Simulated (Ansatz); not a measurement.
C4H6O (`C#CC(C)O`), relaxed with RKS PBE-D4/def2-SVP in Ansatz 0.2.0 from a rough embedded geometry. The force threshold is 0.03 eV/Å; the program also tests the step.

The species carries charge 0 and has multiplicity 1.

Start:

```xyz
11

C    -1.868   -0.514   -1.148
C    -1.047   -0.167   -0.441
C    -0.010    0.281    0.466
C     1.311   -0.523    0.294
O     0.234    1.666    0.338
H    -2.687   -0.834   -1.880
H    -0.305    0.075    1.545
H     2.078   -0.163    0.951
H     1.701   -0.325   -0.802
H     1.206   -1.576    0.347
H    -0.613    2.080    0.330
```

```csv
step,energy (eV),largest force (eV/Å),largest move (Å)
1,-6277.4984,11.180,0.000
2,-6278.2198,1.057,0.082
3,-6278.2468,0.379,0.028
4,-6278.2490,0.112,0.013
5,-6278.2496,0.050,0.011
6,-6278.2499,0.069,0.014
7,-6278.2500,0.019,0.011
```

End:

```xyz
11

C    -1.944   -0.531   -1.202
C    -1.042   -0.195   -0.447
C     0.015    0.254    0.477
C     1.334   -0.488    0.253
O     0.287    1.646    0.329
H    -2.732   -0.835   -1.877
H    -0.339    0.029    1.516
H     2.089   -0.109    0.968
H     1.697   -0.305   -0.777
H     1.205   -1.577    0.403
H    -0.570    2.110    0.358
```

It took 7 s on 4 threads of an Arm Neoverse V1 on a shared host, with 0.13 GiB of host memory at the peak.
